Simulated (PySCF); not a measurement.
# Peak assignment

Bonds (- single, = double, # triple, : aromatic): F1-C2 1.317 Å, C2=C3 1.292 Å, C3-C4 1.527 Å, C4-C2 1.484 Å. C3 carries H5; C4 carries H6, H7.

Theory: shielding tensors at PBE0/pcSseg-1 (GIAO), GFN2-xTB structure, in PySCF 2.14.0 with density-fitted response routines (one conformer, relativity neglected, one averaged value for each set of equivalent atoms, no solvent).

Shifts are taken against calculated references (same method and geometry level): ¹³C (186.93 ppm) and ¹H (31.72 ppm) against TMS.

Q: Assign these signals to the numbered atoms. ¹³C{¹H} NMR (computed): δ 159.3 (C), 74.1 (CH), 21.7 (CH2).

A: 
| δ (ppm) | atoms | environment | reason |
| --- | --- | --- | --- |
| 159.3 | C2 | fully substituted alkene carbon | an sp2 carbon of a C=C bond |
| 74.1 | C3 | alkene CH | – |
| 21.7 | C4 | three-membered-ring carbon | carbons of three-membered rings are unusually shielded |

Q: Assign these signals to the numbered atoms. ¹H NMR (400 MHz, computed): δ 4.94 (m, 1H), 2.03 (m, 2H).

A: 
4.94 → H5, hydrogen on an alkene CH: olefinic region
2.03 → H6/H7, hydrogen on a three-membered-ring carbon

Splittings by ¹⁹F in the carbon and heteronuclear signals aren't shown, as no couplings were computed. Shifts are as computed. Against solution values, carbons near 30 ppm lie about +3 ppm off and those near 130 ppm about +5 ppm. Of 1211 compounds with measured shifts, 218 miss one by over three times the rms of a fit or turn the order of signals round; such compounds aren't used in these exercises. No couplings were computed; multiplicities are counted from neighbouring protons, with m where these are inequivalent, close in shift, in a saturated or five-membered ring or joined by F or P, and br s for small geminal =CH2 splittings.
